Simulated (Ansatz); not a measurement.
Ansatz (a first-principles code) input:

Ansatz 0.2 input:
```yaml
crystal:
  periodic: [false, false, false]
  atoms:
    - {symbol: C, position_ang: [1.27969120, 0.01799503, 0.11674447]}
    - {symbol: C, position_ang: [-0.04641183, 0.35484800, -0.12605693]}
    - {symbol: H, position_ang: [1.56535525, -0.96544945, 0.48118818]}
    - {symbol: H, position_ang: [2.07649718, 0.73303796, -0.05175505]}
    - {symbol: H, position_ang: [-0.18059473, 1.38076163, -0.49050458]}
    - {symbol: C, position_ang: [-1.23602420, -0.35185707, 0.00185736]}
    - {symbol: H, position_ang: [-1.25850655, -1.38060421, 0.35222871]}
    - {symbol: H, position_ang: [-2.18628219, 0.10633833, -0.24642669]}
basis:
  gaussian:
    orbitals: cc-pVTZ
hamiltonian:
  xc: pbe
total_charge: -1
magnetization: {spin_polarized: false}
correlation: {method: rpa, electrons: outside_noble_gas}
```

Q: Which total energy does the run end on?

A: -117.30057 Eh (RPA@PBE/cc-pVTZ). The basis has 160 functions.

It need not be the lowest isomer of its formula. Whether it binds its extra electron was not tested at this geometry.
